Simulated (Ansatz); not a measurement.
## How the smallest direct gap on the k points sampled of cubic perovskite BaTiO₃ (cubic high-temperature phase) moves with the method

No measured value is used here.

| level (code) | value (eV) |
|---|---|
| LDA+SOC (Ansatz) | 1.77 |
| PBE (Ansatz) | 1.92 |
| r²SCAN+SOC (Ansatz) | 2.22 |
| HSE06+SOC (Ansatz) | 3.22 |
| Hartree–Fock (Ansatz) | 11.95 |

At these levels the smallest gap is indirect and lower: LDA+SOC 1.71, PBE 1.81, r²SCAN+SOC 2.14 eV. Computed values are for a static lattice. Spin–orbit coupling is included only where a level's name says +SOC; with heavier elements it mostly lowers gaps and can invert bands.  Values are at the measured cell. Cutoffs and k meshes differ between the levels. Ansatz's density-functional and Hartree–Fock values are scalar-relativistic unless marked +SOC, with PAW data made under PBE.

Ansatz is an electronic-structure program.
